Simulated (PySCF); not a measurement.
Successive ionisation energies of one element at GMP2 (screened spin-orbit), starting from the ion with 16 electrons. Calculated with PySCF 2.14, two-component X2C-1e (Gaussian nucleus, no Breit or QED terms), each ion in its own even-tempered basis; GMP2 freezes the deep shells of the larger ions and drops the highest virtual spinors; eV.

9.588, 23.167, 34.539, 47.031, 72.254, 88.026, 280.81, 328.64, 379.30, 448.57, 504.93, 565.29

Task: Which element is it?

Result: Sulfur (S, Z = 16); the list starts at S. The hydrogenic estimate 13.606 eV × (q + 1)²/n² with q = 0 and n = 3 gives 1.512 eV for the first entry, a lower bound because the other electrons screen the nucleus only in part.
